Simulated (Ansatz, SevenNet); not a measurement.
Polycrystal shear modulus (GPa) of 27 elemental metals, computed with the machine-learned potential SevenNet-l3i5 (trained on PBE and PBE+U data) and with r²SCAN (PAW; Ansatz, a first-principles code). The set holds measured phases with no doubt noted on the run or the magnetic state but for the caveats below. 4 more of the class have both values but aren't in it, for one of these reasons: built or high-temperature cells, doubts on the run or the magnetic state, unlike cells, values of zero, layered or molecular crystals. Solids without a value at one level (not run, failed, or a magnetic order lost), or held back for tests, aren't counted.

All rows, in order of the shift (worked out from unrounded values):

| solid | SevenNet-l3i5 | r²SCAN | shift (%) |
|---|---|---|---|
| bcc Ba | 10.3 | 6.15 | -41 |
| fcc Pd | 53.3 | 39.5 | -26 |
| fcc Sr | 6.76 | 5.19 | -23 |
| hcp Sc | 33.0 | 27.6 | -16.4 |
| fcc Pt | 56.9 | 52.0 | -8.5 |
| fcc Ca | 7.18 | 9.46 | +32 |
| fcc Ag | 21.6 | 29.8 | +38 |
| fcc Cu | 40.2 | 59.2 | +47 |
| fcc Rh | 102 | 164 | +60 |
| hcp Y | 14.2 | 24.7 | +74 |
| hcp Zr | 21.7 | 40.9 | +88 |
| fcc Ir | 123 | 239 | +95 |
| fcc Al | 17.6 | 35.5 | +101 |
| body-centred tetragonal In | 2.04 | 4.34 | +112 |
| double-hcp La | 6.25 | 13.8 | +120 |
| hcp Mg | 10.8 | 23.9 | +120 |
| fcc Au | 9.66 | 22.7 | +135 |
| hcp Re | 73.6 | 181 | +147 |
| hcp Os | 114 | 281 | +147 |
| hcp Ru | 84.8 | 210 | +148 |
| hcp Tc | 53.7 | 146 | +172 |
| hcp Be | 61.2 | 173 | +182 |
| hcp Ti | 17.1 | 51.9 | +203 |
| hcp Zn | 16.9 | 52.7 | +211 |
| hcp Tl | 0.95 | 4.10 | +331 |
| fcc Pb | 2.26 | 10.3 | +356 |
| hcp Cd | 4.48 | 24.7 | +450 |

The shift from SevenNet-l3i5 to r²SCAN has a median of +112 %, and eight in ten lie between -19.1 % and +259 %; r²SCAN is the larger in 22 of 27. Each level is at its own cell, so the shift holds the change of volume too.

Ansatz's runs of these crystals have no spin polarisation. Meta-GGA and hybrid levels favour moments, which can bear on fcc Pd, hcp Sc, fcc Pt, hcp Ti, hcp Y, fcc Rh.

Spin–orbit coupling is left out, also for the solids with elements from indium on (body-centred tetragonal In, fcc Pt, hcp Os, bcc Ba, double-hcp La, hcp Tl, fcc Ir, hcp Re, fcc Pb, fcc Au); its size isn't shown.

Each level is taken at its own relaxed cell. Ansatz's density-functional and Hartree–Fock values are scalar-relativistic unless marked +SOC, with PAW data made under PBE.
